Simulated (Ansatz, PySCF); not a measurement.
Species: CH₃, charge 0, multiplicity 2. 
Geometry from a B3LYP-D3(BJ)/def2-TZVP (Ansatz, a first-principles code) optimisation:
```
C
H 1 1.0789
H 1 1.0789 2 120.00
H 1 1.0789 2 120.00 3 -180.00
```
Charge 0, spin multiplicity 2.


Wanted: enthalpy of formation at 298 K (from the atomisation energy, B3LYP-D3(BJ)/def2-TZVP harmonic zero-point and thermal terms from PySCF, and the atoms' enthalpies of formation in the G2/97 table; no spin-orbit terms, and no core term in the frozen-core levels), in kcal/mol. Valence correlation only, unless marked. UHF or UKS for open shells. No spin-orbit coupling. No relativistic terms. The coupled-cluster limit lacks core correlation, which all-electron functionals hold. Basis-set limits of correlation are two-point, X^-3; Hartree-Fock from the larger set.

Measured: 35.0 kcal/mol (Active Thermochemical Tables 1.112 (ions: stationary electron), as tabulated in the package chemicals); it holds spin-orbit and relativistic effects, which these rows lack, and core correlation, which the frozen-core levels lack.

Task: Rank these levels by their absolute error against the measured value, smallest first: MP2/CBS(aug-cc-pVTZ,aug-cc-pVQZ) (Ansatz); B2GP-PLYP/def2-TZVPD (Ansatz); PBE0/STO-3G (Ansatz); HF/def2-QZVPPD (Ansatz); CCSD(T)/CBS(aug-cc-pVTZ,aug-cc-pVQZ) (Ansatz).

Result: CCSD(T)/CBS(aug-cc-pVTZ,aug-cc-pVQZ) (35.7 kcal/mol, error 0.7), MP2/CBS(aug-cc-pVTZ,aug-cc-pVQZ) (37.1 kcal/mol, error 2.1), B2GP-PLYP/def2-TZVPD (39.0 kcal/mol, error 4.0), PBE0/STO-3G (-26.8 kcal/mol, error -61.8), HF/def2-QZVPPD (99.8 kcal/mol, error 64.8)
